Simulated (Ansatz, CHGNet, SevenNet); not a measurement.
Elastic constant C44 (GPa) of solids drawn from the class of elemental solids other than molecular ones, from the machine-learned potential CHGNet 0.3.0 (trained on PBE and PBE+U data); the machine-learned potential CHGNet-r²SCAN (trained on r²SCAN data); the machine-learned potential SevenNet-0 (trained on PBE and PBE+U data); the machine-learned potential SevenNet-l3i5 (trained on PBE and PBE+U data); PBE (PAW; Ansatz, a first-principles code); PBEsol (Ansatz, PAW); r²SCAN (Ansatz, PAW).

```
solid   CHGNet 0.3.0  CHGNet-r²SCAN  SevenNet-0  SevenNet-l3i5   PBE  PBEsol      r²SCAN
------  ------------  -------------  ----------  -------------  ----  ------  ----------
hcp Y           7.51           2.84        7.35           15.2  25.4    26.4  (withheld)
fcc Pb          3.44           1.67        7.29           6.13  16.6    20.2  (withheld)
fcc Ir          93.5           48.4        85.9            162   256     283         277
fcc Ag          20.6           23.7        21.3           29.5  42.2    55.8        45.7
fcc Al          6.68           18.2        24.1           15.6  27.7    31.0        40.4
hcp Zr          8.01           8.09        10.6           25.5  26.6    22.2        34.4
fcc Sr          8.14           8.51        11.2           11.2  9.95    12.4        8.93
hcp Mg          7.34           7.48        10.9           11.2  18.4    19.3        22.2
fcc Cu          53.1           59.3        50.2           63.0  80.6    95.9        93.7
hcp Os          45.6           50.2        59.9            105   258     278         276
```

Q: What belongs in the gaps?

A: 
- hcp Y, r²SCAN: 23.3
- fcc Pb, r²SCAN: 17.1

The levels part most in proportion for fcc Pb (1.67 to 20.2 GPa) and least for fcc Sr (8.14 to 12.4 GPa).

Ansatz's runs of these crystals have no spin polarisation. A magnetic state wasn't tried for hcp Y with meta-GGA or hybrid levels, which favour moments.

Each level is taken at its own relaxed cell. Ansatz's density-functional and Hartree–Fock values are scalar-relativistic unless marked +SOC, with PAW data made under PBE.

Machine-learned potentials (CHGNet 0.3.0, CHGNet-r²SCAN, SevenNet-0, SevenNet-l3i5) are trained on DFT data: a solid inside that data is no test of them.
